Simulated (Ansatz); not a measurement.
A run of Ansatz (development build ahead of 0.2.0) on triplet CH3NO at this shape:

```yaml
atoms:
  - { symbol: C, position_ang: [-0.3783, 0.1138, -0.0716] }
  - { symbol: O, position_ang: [-0.5711, -1.0003, 0.2895] }
  - { symbol: N, position_ang: [0.8275, 0.7144, -0.1331] }
  - { symbol: H, position_ang: [-1.1972, 0.7745, -0.3972] }
  - { symbol: H, position_ang: [0.9270, 1.6534, -0.4515] }
  - { symbol: H, position_ang: [1.6431, 0.2028, 0.1353] }
```

Its results:

- Converged: yes
- Reference energy: -168.63710 hartree
- Correlation energy: -0.42368 hartree
- Total energy: -169.06078 hartree
- Spin squared of the determinant: 2.015
- Stability test: minimum

Forces (eV/Å):
| atom | Fx | Fy | Fz |
| --- | --- | --- | --- |
| C1 | -1.268 | 10.986 | -3.964 |
| O2 | -1.767 | -10.932 | 3.563 |
| N3 | 2.972 | 0.379 | 0.268 |
| H4 | -0.316 | -0.719 | 0.214 |
| H5 | -0.029 | 0.270 | -0.112 |
| H6 | 0.408 | 0.015 | 0.031 |

(1) Which input gives this output? Name the method, the orbitals and the basis set, and write the input.

Results:

(1) UHF-MP2 in def2-SVP.

```yaml
crystal:
  periodic: [false, false, false]
  atoms:
    - { symbol: C, position_ang: [-0.37832, 0.11382, -0.07162] }
    - { symbol: O, position_ang: [-0.57113, -1.00029, 0.28952] }
    - { symbol: "N", position_ang: [0.8275, 0.71443, -0.13305] }
    - { symbol: H, position_ang: [-1.19724, 0.77455, -0.39718] }
    - { symbol: H, position_ang: [0.92697, 1.65338, -0.45154] }
    - { symbol: H, position_ang: [1.64308, 0.20282, 0.13525] }
basis:
  gaussian: { orbitals: def2-SVP }
magnetization:
  spin_polarized: true
  initial_magnetization: 2
hamiltonian:
  xc: hf
correlation:
  method: mp2
  frozen_orbitals: { C: 1, H: 0, "N": 1, O: 1 }
output:
  forces: true
```

Caution: another spin multiplicity may lie lower.
